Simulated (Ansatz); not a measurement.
Job for Ansatz (a quantum-chemistry and plane-wave program): R-CCSD(T)/aug-cc-pVDZ on C2H2 (SMILES C#C).

Ansatz 0.2 input:
```yaml
crystal:
  periodic: [false, false, false]
  atoms:
    - {symbol: H, position_ang: [-0.00000000, -1.66786500, 1.75000000]}
    - {symbol: H, position_ang: [0.00000000, 1.66786500, 1.75000000]}
    - {symbol: C, position_ang: [-0.00000000, -0.60339700, 1.75000000]}
    - {symbol: C, position_ang: [0.00000000, 0.60339700, 1.75000000]}
basis:
  gaussian:
    orbitals: aug-cc-pVDZ
magnetization: {spin_polarized: false}
correlation: {method: ccsd_t, electrons: outside_noble_gas}
scf: {lower_state_search: off}
```

The log:

```
Functional definition: HF
[...]
these checks for a lower state are left out or cut short: stability, starts, cluster_reference, orbital_swaps, neighbouring_geometries, increment
integrals: 0.04 GiB planned
648 factors; integrals over basis functions are off by at most 1.1e-3 eV
mean field: 0.09 GiB planned
mean field evaluation 1: about -2089.0998 eV, gradient 2.3e1 eV
mean field evaluation 2: about -2089.1000 eV, gradient 2.3e1 eV
mean field evaluation 4: about -2090.5931 eV, gradient 1.6e0 eV
mean field evaluation 8: about -2090.6031 eV, gradient 3.5e-5 eV
mean field -2090.60306525 eV, -76.8282455863 hartree, gradient 1.5e-6 eV, S^2 0.000000; 0 other end points of the search recorded, 0 dependent functions left out
2 core orbitals not correlated
reference -2090.60306525 eV, -76.8282455863 hartree; 5, 5 occupied and 57, 57 virtual orbitals, 648 factors
second order -7.16939184 eV of doubles, -0.00000000 eV of singles
coupled cluster: 0.13 GiB planned
cycle   1  -7.30551007 eV  change   -1.4e-1 eV  update   6.7e-2
cycle   2  -7.54083103 eV  change   -2.4e-1 eV  update   2.3e-2
cycle   3  -7.59815147 eV  change   -5.7e-2 eV  update   1.1e-2
cycle   4  -7.60423865 eV  change   -6.1e-3 eV  update   3.3e-3
cycle   5  -7.60555358 eV  change   -1.3e-3 eV  update   8.0e-4
cycle   6  -7.60564073 eV  change   -8.7e-5 eV  update   2.0e-4
cycle   7  -7.60571831 eV  change   -7.8e-5 eV  update   4.5e-5
cycle   8  -7.60573644 eV  change   -1.8e-5 eV  update   1.4e-5
cycle   9  -7.60573096 eV  change    5.5e-6 eV  update   3.5e-6
perturbative correction -0.33554372 eV, -0.0123310044 hartree
Total energy: -2098.54433993 eV, -77.1200820479 hartree
Checks for a lower state left out: stability, starts, cluster_reference, orbital_swaps, neighbouring_geometries, increment
```

The run converged.

Cost: around 1.2 core-seconds (rough).
